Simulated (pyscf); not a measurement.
H₃C–Br (SMILES CBr) + H• (SMILES [H]) -> CH₄ (SMILES C) + Br• (SMILES [Br]), a substitution at C (doublet surface; Br–C broken, C–H formed). PySCF, gas phase, ωB97X-D3(BJ)/def2-SVP geometries. MP2 and CC: frozen core, UHF for open shells. ΔMP2 is the change of the MP2 total energy from the triple- to the quadruple-zeta basis. Energies in kcal/mol from the separated reactants.

Small-basis levels: PySCF, no dispersion term, spherical d functions. AM1 to PM7: differences of heats of formation from MOPAC, which are fitted to 298 K values and so differ in kind from electronic energies by zero-point and thermal terms. Open shells are spin-unrestricted. 

```csv
level,barrier,reaction energy
MP2/6-31G*+LANL2DZ,20.2,-43.9
SVWN5/6-31G*+LANL2DZ,-1.8,-36.9
B3LYP/STO-3G,16.9,-48.9
B3LYP/LANL2DZ,…,-50.0
M06-2X/6-31G*+LANL2DZ,10.1,-40.6
AM1,…,-28.0
PM6,5.0,-33.0
CCSD(T)/def2-TZVPP + ΔMP2(QZVPP),…,-35.3
```

Question: Complete the blanks.

Answer: 
- B3LYP/LANL2DZ, barrier: 5.7
- AM1, barrier: 8.6
- CCSD(T)/def2-TZVPP + ΔMP2(QZVPP), barrier: 13.2

Against the last row the barrier runs from -15.0 (SVWN5/6-31G*+LANL2DZ) to +7.0 kcal/mol (MP2/6-31G*+LANL2DZ). At SVWN5/6-31G*+LANL2DZ this geometry lies under one side, so the entry may be no barrier of that level: it is a single point on another level's saddle. CCSD(T)/def2-TZVPP + ΔMP2(QZVPP) has limits of its own. The same reactants have a lower exit, to CH₃• + HBr (barrier +7.7 kcal/mol at ωB97M-D3(BJ)/def2-TZVP, against +13.5 kcal/mol here). One saddle was located; it need not be the lowest between these sides. The angle at the attacked C is 180°. The CCSD(T) − MP2 part came from Ansatz, without density fitting, on the same reference. The frozen core leaves the outer d or s,p core shells of the metals and heavy elements correlated in the MP2 and CC values, and def2-TZVPP describes them poorly, which can shift differences by a few kcal/mol. Left out: the spin-orbit lowering of Br, which is large for Br, Se, Te and I. In the def2 sets elements up to Kr have no core potential.
